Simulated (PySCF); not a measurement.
COS, SMILES O=C=S. Atoms are numbered in the order given.

```xyz
3

O      0.0000     0.0000    -1.6805
C      0.0000     0.0000    -0.5250
S      0.0000     0.0000     1.0371
```

The structure is a stationary point at B3LYP-D3(BJ)/def2-TZVP.

These are PySCF with SMD-ωB97X/6-31G* values and carry that method's errors.

Solvation free energies are E(SMD) − E(gas) at the gas-phase geometry, for 1 M in both phases. In vacuum the dipole moment is 0.28 D.

```
solvent     ΔG(solv) (kcal/mol)  its non-electrostatic (CDS) part  dipole (D)
----------  -------------------  --------------------------------  ----------
water                       2.3                               3.5        0.27
2-propanol                  0.8                               1.9        0.26
toluene                    -0.9                              -0.6        0.27
```
